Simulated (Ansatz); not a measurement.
Input for Ansatz (development build ahead of 0.2.0):

```yaml
crystal:
  periodic: [false, false, false]
  atoms:
    - { symbol: C, position_ang: [-0.04668, -0.01645, -0.48516] }
    - { symbol: C, position_ang: [-0.04162, -0.0157, 0.79908] }
    - { symbol: H, position_ang: [-0.04845, -0.9506, -1.01957] }
    - { symbol: H, position_ang: [-0.0062, 0.98912, -1.00372] }
basis:
  gaussian: { orbitals: "6-31G" }
hamiltonian:
  xc: hf
```

The input is written out in the form of the current development build from the run's settings.

Results

| Item | Value |
| --- | --- |
| Converged | yes |
| Total energy | -76.73233 hartree |
| Spin squared of the determinant | 0.000 |
